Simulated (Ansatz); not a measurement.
Input file:

```yaml
crystal:
  periodic: [false, false, false]
  atoms:
    - {symbol: B, position_ang: [0.000000, 0.000000, 1.051329]}
    - {symbol: Al, position_ang: [0.000000, 0.000000, -0.857484]}
    - {symbol: H, position_ang: [0.000000, 0.000000, 2.234417]}
    - {symbol: H, position_ang: [0.000000, 0.000000, -2.428262]}
basis:
  gaussian: {orbitals: def2-SVP}
total_charge: 1
magnetization: {spin_polarized: true, initial_magnetization: 3}
correlation: {method: ccsd_t, electrons: valence}
output: {forces: true}
```

```sh
$ ansatz run in.yaml --threads 1 --pin off --events-out ev --progress --plain --max-ram 2393MiB
```

The program prints:

```
406 factors; integrals over basis functions are off by at most 1.2e-3 eV
mean field evaluation 1: about -7266.7776 eV, gradient 1.5e1 eV
mean field evaluation 2: about -7266.8331 eV, gradient 1.5e1 eV
mean field evaluation 4: about -7269.8475 eV, gradient 3.1e0 eV
mean field evaluation 8: about -7270.3319 eV, gradient 5.2e-1 eV
mean field evaluation 16: about -7270.3492 eV, gradient 2.3e-6 eV
mean field evaluation 32: about -7268.0612 eV, gradient 5.7e0 eV
mean field evaluation 64: about -7266.7203 eV, gradient 1.5e-1 eV
mean field evaluation 96: about -7267.3430 eV, gradient 5.0e-2 eV
mean field evaluation 128: about -7267.1484 eV, gradient 1.2e0 eV
mean field evaluation 160: about -7266.6208 eV, gradient 7.3e-2 eV
mean field evaluation 192: about -7265.4342 eV, gradient 3.6e0 eV
mean field -7270.34920389 eV, -267.1804052234 hartree, gradient 2.3e-6 eV, S^2 3.760018; 4 other end points of the search recorded, 0 dependent functions left out
determinant -7270.34920389 eV, -267.1804052234 hartree, with singles and doubles -7273.58034956 eV, -267.2991476365 hartree
determinant -7267.34302619 eV, -267.0699302305 hartree, with singles and doubles -7270.56125422 eV, -267.1881979293 hartree
determinant -7267.13503651 eV, -267.0622867509 hartree, with singles and doubles -7270.73051176 eV, -267.1944180290 hartree
6 core orbitals not correlated: weight in the atoms' cores, before any rotation towards them, 1.000 or more for the frozen orbitals, at most 0.000 for the correlated occupied ones
reference -7270.34920389 eV, -267.1804052234 hartree; 5, 2 occupied and 31, 34 virtual orbitals, 406 factors
second order -2.38008249 eV of doubles, -0.00000000 eV of singles
cycle   1  -3.23134308 eV  change   -2.0e-4 eV  update   2.0e-3
cycle   2  -3.23219378 eV  change   -8.5e-4 eV  update   1.4e-3
cycle   3  -3.23263550 eV  change   -4.4e-4 eV  update   7.3e-4
cycle   4  -3.23296771 eV  change   -3.3e-4 eV  update   4.0e-4
cycle   5  -3.23353158 eV  change   -5.6e-4 eV  update   1.8e-4
cycle   6  -3.23389802 eV  change   -3.7e-4 eV  update   7.3e-5
cycle   7  -3.23395123 eV  change   -5.3e-5 eV  update   2.5e-5
cycle   8  -3.23394036 eV  change    1.1e-5 eV  update   1.7e-5
cycle   9  -3.23392995 eV  change    1.0e-5 eV  update   1.1e-5
cycle  10  -3.23392628 eV  change    3.7e-6 eV  update   5.8e-6
cycle  11  -3.23392893 eV  change   -2.6e-6 eV  update   2.2e-6
cycle  12  -3.23392871 eV  change    2.2e-7 eV  update   7.4e-7
perturbative correction -0.10412879 eV, -0.0038266623 hartree
the calculation of the forces begins
Total energy: -7273.68726139 eV, -267.3030765737 hartree
Atom 0 at     0.000000     0.000000     1.051329 Å, force    -0.000000    -0.000000    -0.138401 eV/Å
Atom 1 at     0.000000     0.000000    -0.857484 Å, force     0.000000     0.000000    -0.786622 eV/Å
Atom 2 at     0.000000     0.000000     2.234417 Å, force     0.000000     0.000000     0.991844 eV/Å
Atom 3 at     0.000000     0.000000    -2.428262 Å, force     0.000000     0.000000    -0.066822 eV/Å
Dipole moment:    -0.000000     0.000000    -0.283841 e Å
```

Forces (eV/Å):
```
B    0.000  0.000 -0.138
Al   0.000  0.000 -0.787
H    0.000  0.000  0.992
H    0.000  0.000 -0.067
```

The T1 diagnostic is 0.051.

Ran on 1 thread of AMD EPYC 7B13, shared host: 2.5 s wall, 0.14 GiB peak host memory.
